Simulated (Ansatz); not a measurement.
# H3NOSi: the cost of one run

All numbers are computed with Ansatz 0.2.0, driven from Python. Level of theory: SC-NEVPT2/def2-SVP.

## 1. The structure

Bond lengths: N1–Si2 1.634 Å, Si2–O3 1.627 Å, N1–H4 1.005 Å, N1–H5 1.052 Å, O3–H6 0.966 Å. Angles: N1–Si2–O3 99.4°, Si2–N1–H4 110.4°, Si2–N1–H5 111.4°, H4–N1–H5 99.5°, Si2–O3–H6 117.3°.

No structure file is read: the coordinates are typed or built in the script.

## 2. The script

The input, h3nosi_cas.py:

```python
"""Static correlation in H3NOSi: natural occupations of an active space."""

import logging
import sys
import warnings

import ansatz as az

logging.basicConfig(stream=sys.stdout, format="[%(levelname)s] %(message)s")
logger = logging.getLogger("calc")
logger.setLevel(logging.INFO)

BASIS_SET = "def2-SVP"


def main() -> None:
    warnings.simplefilter("ignore", az.DeckWarning)

    geometry_ang = [
        ("N", [-0.8213, -0.0076, -0.2625]),
        ("Si", [0.6374, -0.6158, -0.6793]),
        ("O", [1.4889, -0.1964, 0.6419]),
        ("H", [-1.4774, -0.1264, -1.0139]),
        ("H", [-0.7999, 1.0436, -0.215]),
        ("H", [1.0145, -0.1612, 1.4826]),
    ]
    molecule = az.Crystal.molecule()
    for symbol, xyz in geometry_ang:
        molecule = molecule.atom(symbol, xyz)

    calculation = (
        molecule.calculation()
        .basis(gaussian=BASIS_SET)
        .correlation(active_electrons=4, active_orbitals=4)
    )
    for method in ["sc_nevpt2"]:
        r = (calculation if method is None else calculation.correlation(method)).run().report
        space = r["configurations"]
        state = space["states"][0]
        print(method or "casscf", f"total {r['free_energy_ev'] / 27.211386246:.6f} Ha, active-space state {state['energy']['hartree']:.6f} Ha, mean field {r['reference_energy_ev'] / 27.211386246:.6f} Ha")
        print("  determinants", state["n_determinants"], " natural occupations", [round(n, 3) for n in space["natural_occupations"]])
    print("effectively unpaired electrons, sum of min(n, 2 - n):", round(sum(min(n, 2 - n) for n in space["natural_occupations"]), 3))


if __name__ == "__main__":
    main()
```

## 3. The input behind the calls

The engine receives this input:

```yaml
crystal:
  periodic: [false, false, false]
  atoms:
    - { symbol: "N", position_ang: [-0.8213, -0.0076, -0.2625] }
    - { symbol: Si, position_ang: [0.6374, -0.6158, -0.6793] }
    - { symbol: O, position_ang: [1.4889, -0.1964, 0.6419] }
    - { symbol: H, position_ang: [-1.4774, -0.1264, -1.0139] }
    - { symbol: H, position_ang: [-0.7999, 1.0436, -0.215] }
    - { symbol: H, position_ang: [1.0145, -0.1612, 1.4826] }
basis:
  gaussian:
    orbitals: def2-SVP
correlation:
  method: sc_nevpt2
  active_space:
    window:
      electrons: 4
      orbitals: 4
```

## 4. Launch

Command:

```
> python h3nosi_cas.py
```

Q: Estimate wall time and peak memory on 1 thread of Arm Neoverse V1, shared host.

About 6.1 s, with a peak of 0.17 GiB.
